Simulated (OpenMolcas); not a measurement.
# CCSD(T)/6-311G run of [S4]2+ ([S4]2+), part 1 of 2

Aim: the vertical singlet–triplet gap of [S4]2+ ([S4]2+) at CCSD(T)/6-311G, from 2 runs. 

The results are computed with OpenMolcas 26.06.

4 further runs of the same task are left out: 1 that didn't finish, 3 set aside as unsound or not needed.

## Step 1: The molecule

[S4]2+: 4 atoms, total charge +2, spin state singlet. The coordinates come from a GFN2-xTB relaxation.

Bond lengths: S1–S2 2.051 Å, S2–S3 2.051 Å, S1–S4 2.051 Å, S3–S4 2.051 Å. Angles: S1–S2–S3 90.0°, S2–S1–S4 90.0°, S2–S3–S4 90.0°, S1–S4–S3 90.0°.

## Step 2: A single-point energy at CCSD(T)/6-311G

File test.input:

```
>>> EXPORT MOLCAS_PRINT=2

&GATEWAY
  BasLib=$CurrDir
  Coord
  4
  angstrom
  S       -0.730680      -0.794970      -0.967900
  S        1.248210      -0.367920      -0.639880
  S        0.730700       0.795430       0.967650
  S       -1.248240       0.367450       0.640120
  Basis=6-311G
  Group=NoSym

&SEWARD

&SCF
  Charge=2
  PrOrbitals=1 2

&RASSCF
  FileOrb=$Project.ScfOrb
  Spin=1
  Nactel=0 0 0
  Inactive=31
  Ras2=0
  OutOrbitals=Canonical
  OrbListing=Nothing

&MOTRA
  JobIph
  Frozen=20

&CCSDT
  CCT
  Triples=2
  Iterations=50
  Extrapolation=5 4
```

The basis set 6-311G is read from a file made from the Basis Set Exchange's data (not shown).

Started as:

```sh
$ export MOLCAS_MEM=1860
$ pymolcas test.input > test.log
```

The program printed:

```text
--- Start Module: gateway ---

                                              &GATEWAY

                       available to each process: 1.9 GB of memory, 1 thread

 Basis Set     1 Label: S.6-311G
 Basis set is read from library:.
 basistype.tbl is not found

++    Symmetry information:
      ---------------------

                    Character Table for C1

                             E
                    a        1  x, y, xy, Rz, z, xz, Ry, yz, Rx, I
--

++    Basis set information:
      ----------------------

      Basis set label: S.6-311G.........

      Electronic valence basis set:
      ------------------
      Associated Effective Charge  16.000000 au
      Associated Actual Charge     16.000000 au
      Nuclear Model: Point charge

      Shell  nPrim  nBasis  Cartesian Spherical Contaminant
         s      12       6        X
         p       9       5        X
--

++    Molecular structure info:
      -------------------------

                    ************************************************
                    **** Cartesian Coordinates / bohr, angstrom ****
                    ************************************************

     Center  Label                x              y              z                     x              y              z
        1      S1              -1.380785      -1.502276      -1.829066             -0.730680      -0.794970      -0.967900
        2      S2               2.358775      -0.695268      -1.209198              1.248210      -0.367920      -0.639880
        3      S3               1.380823       1.503145       1.828593              0.730700       0.795430       0.967650
        4      S4              -2.358832       0.694380       1.209651             -1.248240       0.367450       0.640120

                    ***************************************
                    *    InterNuclear Distances / bohr    *
                    ***************************************

               1 S1            2 S2            3 S3            4 S4
    1 S1       0.000000
    2 S2       3.875540        0.000000
    3 S3       5.480648        3.875253        0.000000
    4 S4       3.875006        5.480672        3.875849        0.000000

                    *******************************************
                    *    InterNuclear Distances / angstrom    *
                    *******************************************

               1 S1            2 S2            3 S3            4 S4
    1 S1       0.000000
    2 S2       2.050847        0.000000
    3 S3       2.900234        2.050696        0.000000
    4 S4       2.050565        2.900247        2.051011        0.000000
--

            Nuclear Potential Energy            357.64937332 au

--- Stop Module: gateway /rc=_RC_ALL_IS_WELL_ ---

--- Start Module: seward ---

                                              &SEWARD

                       available to each process: 1.9 GB of memory, 1 thread

               SEWARD will generate:
                  Multipole Moment integrals up to order  2
                  Kinetic Energy integrals
                  Nuclear Attraction integrals (point charge)
                  One-Electron Hamiltonian integrals
                  Velocity integrals
                  Orbital angular momentum around ( -0.0000  -0.0000  -0.0000 )
                  Velocity quadrupole around ( -0.0000  -0.0000  -0.0000 )
                  Two-Electron Repulsion integrals

                   Integrals are discarded if absolute value <: 1.00E-14
                   Integral cutoff threshold is set to       <: 1.00E-16

            Nuclear Potential Energy            357.64937332 au

      Basis set specifications :
      Symmetry species         a
      Basis functions           84

--- Stop Module: seward /rc=_RC_ALL_IS_WELL_ ---
--- Module seward spent 1 second ---

--- Start Module: scf ---

                                                &SCF

                       available to each process: 1.9 GB of memory, 1 thread

++    Input section:
      --------------

      Header of the integral files:

      Cartesian coordinates in angstrom:
      -----------------------------------------------------
      No.  Label        X            Y            Z
      -----------------------------------------------------
       1   S1        -0.73068000  -0.79497000  -0.96790000
       2   S2         1.24821000  -0.36792000  -0.63988000
       3   S3         0.73070000   0.79543000   0.96765000
       4   S4        -1.24824000   0.36745000   0.64012000
      -----------------------------------------------------
      Nuclear repulsion energy =  357.64937332
--

++    Orbital specifications:
      -----------------------

      Symmetry species               1
                                     a
      Frozen orbitals                0
      Aufbau                        31
      Start temperature = 0.500
      End temperature   = 0.010
      Temperature Factor= 0.460
      Deleted orbitals               0
      Total number of orbitals      84
      Number of basis functions     84
--

      Molecular charge                           2.000

++    Optimization specifications:
      ----------------------------

[... 20 lines left out ...]
++ Convergence information
                                   SCF        iterations: Energy and convergence statistics
[... 23 lines left out ...]
       Convergence after  12 Iterations
[... 3 lines left out ...]
 *                                             SCF/KS-DFT Program, Final results                                             *
 *                                                       Final Results                                                       *
[... 97 lines left out ...]
      Dipole Moment (debye):
[... 36 lines left out ...]
      Nuclear repulsion energy =  357.64937332
[... 68 lines left out ...]
                                         RASSCF iterations: Energy and convergence statistics
[... 9 lines left out ...]
      Convergence after  4 iterations
[... 2 lines left out ...]
      Natural orbitals and occupation numbers for root  1
[... 2 lines left out ...]
      *                                                    Final results                                                     *
[... 2 lines left out ...]
++    Final optimization conditions:
[... 3 lines left out ...]
      RASSCF energy for state  1                  -1589.01330768
[... 9 lines left out ...]
      Final state energy(ies):
[... 2 lines left out ...]
::    RASSCF root number  1 Total energy:  -1589.01330768
      Von Neumann Entropy (Root   1) = -0.00000
[... 28 lines left out ...]
      Dipole Moment (debye):
[... 14 lines left out ...]
      Natural orbitals for root   1 are written to the RASORB.1 file
      Spin density orbitals for root   1 are written to the SPDORB.1 file
[... 10 lines left out ...]
      *** WARNING: Default frozen orbitals is overwritten by user input.
[... 16 lines left out ...]
      Nuclear repulsion energy =  357.64937332
[... 31 lines left out ...]
      Symmetry species                           1
      Frozen orbitals                           20
      Deleted orbitals                           0

      Wave function specifications from previous RASSCF:
      --------------------------------------------------

      Number of closed shell electrons          62
      Number of electrons in active shells       0
      Max number of holes in RAS1 space          0
      Max number of electrons in RAS3 space      0
      Number of inactive orbitals               31
      Number of active orbitals                  0
      Number of secondary orbitals              53
      Spin quantum number                      0.0
      State symmetry                             1
      Number of configuration state fnc.         1
      Number of root(s) available                1
      CI root used                               1
      This is a closed shell RHF reference function

      Orbital specifications from previous RASSCF:
      --------------------------------------------

      Symmetry species                           1
      Frozen orbitals                            0
      Inactive orbitals                         31
      Active orbitals                            0
      Secondary orbitals                        53
      Deleted orbitals                           0
      Number of basis functions                 84

      SCF energy:  -1589.01330768
      -----------

      Required WRK size-sum :              1374275

      Wave function specifications:
      -----------------------------

      Spin mutiplicity                           1
      State symmetry                             1

      Orbital specifications:
      -----------------------

      Symmetry species                           1
      Total no. of orbitals                     64
      No. of occupied orbitals with alpha spin  11
      No. of occupied orbitals with beta spin   11
      No. of virtual orbitals with alpha spin   53
      No. of virtual orbitals with beta spin    53

      Methods and options:
      --------------------

      Max no. of iterations                  50
      Type of denominators                  diagonal Fock matrix elements
      energy convergence criterium                0.00000010000000

 DIIS EXTRAPOLATION USED     : YES
 FIRST ITERATION OF EXT.     :  5
 EXTRAPOLATION CYCLE         :  4

 SPIN ADAPTATION             : NONE
 RST. INF. WILL BE SAVED IN  : RSTART
 PREFERENCE MATRIX MULT.     : NORMAL
 DENOMINATOR SHIFT FOR OCC.  :      0.00000
 DENOMINATOR SHIFT FOR VIRT. :      0.00000
 LEVEL OF OUTPUT PRINTING    : MINIMAL
 INPUT/OUTPUT HANDLING       : Standard SQ
 MATRIX OPERATIONS           : ESSL

  nProcs, myRank                    1                    0
  Basic Work space requirements    :              2250884
  Max Size            232498275
  Final Work space requirements    :              2586756
  Allocation of work space   : Done

      Iteration       Total enegy      Corr. energy      Difference
          1        -1589.32381984      -0.31051215      -0.31051215
          2        -1589.30522042      -0.29191274       0.01859942
          3        -1589.31980774      -0.30650006      -0.01458732
[... 9 lines of this table left out ...]
         13        -1589.32184141      -0.30853372      -0.00000003
      Convergence after                    14  Iterations

      Total energy (diff) :   -1589.32184141      -0.00000003
      Correlation energy  :        -0.3085337235564
      Reference energy    :     -1589.0133076832503
      E1aa   contribution :       0.00000000
      E1bb   contribution :       0.00000000
      E2aaaa contribution :      -0.03176538
      E2bbbb contribution :      -0.03176538
      E2abab contribution :      -0.24500297

 Five largest amplitudes of :T1aa
  SYMA   SYMB   SYMI   SYMJ     A      B      I      J     VALUE
    1      0      1      0      2      0      8      0    -0.0375124542
    1      0      1      0      3      0      9      0    -0.0375000542
    1      0      1      0      4      0      4      0     0.0331823855
    1      0      1      0     18      0      7      0    -0.0112661162
    1      0      1      0     13      0      4      0    -0.0110044227
 Euclidian norm is :     0.0742376853

 Five largest amplitudes of :T1bb
  SYMA   SYMB   SYMI   SYMJ     A      B      I      J     VALUE
    1      0      1      0      2      0      8      0    -0.0375124542
    1      0      1      0      3      0      9      0    -0.0375000542
    1      0      1      0      4      0      4      0     0.0331823855
    1      0      1      0     18      0      7      0    -0.0112661162
    1      0      1      0     13      0      4      0    -0.0110044227
 Euclidian norm is :     0.0742376853

 Five largest amplitudes of :T2aaaa
  SYMA   SYMB   SYMI   SYMJ     A      B      I      J     VALUE
    1      1      1      1      2      1     11      5     0.0327684278
    1      1      1      1      3      1     10      5     0.0327508967
    1      1      1      1      4      1     11      9    -0.0308501488
    1      1      1      1      4      1     10      8     0.0304078300
    1      1      1      1      5      1     10      8    -0.0272719506
 Euclidian norm is :     0.1300977870

 Five largest amplitudes of :T2bbbb
  SYMA   SYMB   SYMI   SYMJ     A      B      I      J     VALUE
    1      1      1      1      2      1     11      5     0.0327684278
    1      1      1      1      3      1     10      5     0.0327508967
    1      1      1      1      4      1     11      9    -0.0308501488
    1      1      1      1      4      1     10      8     0.0304078300
    1      1      1      1      5      1     10      8    -0.0272719506
 Euclidian norm is :     0.1300977870

 Five largest amplitudes of :T2abab
  SYMA   SYMB   SYMI   SYMJ     A      B      I      J     VALUE
    1      1      1      1      1      1     11     11    -0.1337810210
    1      1      1      1      1      1     10     10    -0.1337148421
    1      1      1      1      2      2      9      9    -0.0501843642
    1      1      1      1      3      3      8      8    -0.0501419334
    1      1      1      1      2      1      5     11    -0.0458959841
 Euclidian norm is :     0.4352656708

      Happy Landing!

  **********************************
   Triples Contribution Calculation
  **********************************

 NORB  64
 NOA   11
 NOB   11
 NVA   53
 NVB   53

 NUMBER OF IRREPS             :  1
 MULTIPLICITY                 :  1
 OVERALL SYMMETRY STATE       :  1
 METHOD                       : CCSD+T(CCSD)+<T3(1)WT1> = CCSD(T)
 TYPE OF DENOMINATOR          : DIAGONAL
 SPIN ADAPTATION             : NONE
 CCSD RESULTS LOAD FROM FILE : RSTART
 PREFERENCE MATRIX MULT.     : NORMAL
 DENOMINATOR SHIFT FOR OCC.  :  0.00000E+00
 DENOMINATOR SHIFT FOR VIRT. :  0.00000E+00
 LEVEL OF OUTPUT PRINTING    : MINIMAL
 INPUT/OUTPUT HANDLING       : Standard SQ
 MATRIX HANDLING             : ESSL
 IJ CYCLE SEGMENTED          : NO

  Work space requirements :              1884603
  Allocation of work space : Done
       CCSD     =     -1589.3218414068065
       T3 corr. =        -0.0179222751072
       CCSD + T3=     -1589.3397636819136
  T3 energy decomposition into spin parts
  Eaaa =  -2.9424312204743907E-004
  Eaab =  -8.6668944315530638E-003
  Eabb =  -8.6668944315529978E-003
  Ebbb =  -2.9424312204743907E-004

      Happy Landing!

--- Stop Module: ccsdt /rc=_RC_ALL_IS_WELL_ ---
--- Module ccsdt spent 7 seconds ---

.##################.
.# Happy landing! #.
.##################.

    Timing: Wall=12.41 User=10.67 System=1.06
```

It took 13 s on 1 thread of AMD EPYC 9R45 (Zen 5), shared host; peak memory 0.47 GiB.

(Continued in part 2 of 2.)
